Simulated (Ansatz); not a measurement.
fcc Ag, treated with r²SCAN in Ansatz (PAW).

A relaxed, unreconstructed slab of the (110) face has 12 atoms, two equal faces of 11.912 Å² each and an energy of -91245.7457 eV. A bulk cell of 2 atoms with the same orientation and in-plane k mesh has -15207.8893 eV. Energies are extrapolated to zero smearing.

Settings: plane-wave cutoff 500 eV, 14×20×1 k mesh (along the axes of the cell as run), Fermi–Dirac smearing 0.1 eV, scalar-relativistic PAW data made under PBE.

Worked out: γ = (E_slab − N E_bulk per atom)/2A = [-91245.7457 − 12 × (-15207.8893/2)]/(2 × 11.912) = 0.0667 eV/Å². With 16.022 J/m² per eV/Å² this is 1.07 J/m², or 0.80 eV per surface cell and face.

Ansatz is a program for electronic structure.
